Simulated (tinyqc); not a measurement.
Ways to converge the cycle: SCF convergence aids in the sto-3g basis, for BH2, spin multiplicity 2. Computed by the program tinyqc with PySCF. 

Geometry (angstrom):
```
atom       x        y       z
B     0.0000   0.0000  0.0000
H     0.0000   1.5530  0.6230
H     0.0000  -1.5530  0.6230
```

lowest solution found by these runs and by PySCF with stability checks = -25.225332 hartree

UHF with one setting changed at a time; a run stops when the energy changes by less than 1e-09 hartree and the error matrix is below 1e-5. The start is the Wolfsberg-Helmholz matrix. Damping d keeps d of the old density; a shift (hartree) raises the virtual levels; DIIS n extrapolates F over n matrices.

Largest element of the error matrix X^T (FDS - SDF) X:
```
iteration    plain  damping 0.3  damping 0.6  shift 0.4   DIIS 3   DIIS 8
1          2.0e-01      2.0e-01      2.0e-01    2.0e-01  2.0e-01  2.0e-01
2          6.7e-02      6.4e-02      1.2e-01    7.3e-02  6.7e-02  6.7e-02
3          2.6e-02      3.9e-02      7.8e-02    4.4e-02  2.4e-02  2.4e-02
4          1.6e-02      2.4e-02      5.3e-02    2.9e-02  1.3e-02  1.3e-02
5          1.1e-02      1.9e-02      4.0e-02    2.2e-02  9.4e-03  9.2e-03
6          8.6e-03      1.4e-02      3.1e-02    1.7e-02  6.3e-03  3.8e-03
8          7.0e-03      9.6e-03      1.9e-02    1.1e-02  1.6e-03  6.0e-04
10         5.3e-03      7.3e-03      1.5e-02    8.1e-03  2.3e-04  1.7e-05
14         2.8e-03      5.3e-03      9.8e-03    6.0e-03  5.6e-06        -
20         9.5e-04      2.8e-03      6.3e-03    3.3e-03        -        -
30         1.3e-04      8.0e-04      3.7e-03    1.1e-03        -        -
45         6.8e-06      1.1e-04      1.4e-03    1.6e-04        -        -
60               -      1.4e-05      4.7e-04    2.4e-05        -        -
```

How each run ends:
```
run          iterations  E (hartree)                                                        state
plain                45    -25.17980                                                       higher
damping 0.3         >60    -25.17980  falls steadily but slowly, by a factor of about 0.87 a step
damping 0.6         >60    -25.17979  falls steadily but slowly, by a factor of about 0.93 a step
shift 0.4           >60    -25.17980  falls steadily but slowly, by a factor of about 0.88 a step
DIIS 3               15    -25.17980                                                       higher
DIIS 8               12    -25.17980                                                       higher
```

No run reaches the lowest solution found. Ending on a higher stationary point: plain, DIIS 3, DIIS 8; a small error matrix cannot reveal that, and an occupation fixed by the start is kept by symmetry or by the shape of the basin. Not converged: damping 0.3, damping 0.6, shift 0.4. Plain steps already contract here, so damping only slows them. DIIS 3 and DIIS 8 gain by cancelling the error over several earlier matrices, much as a quasi-Newton step does.
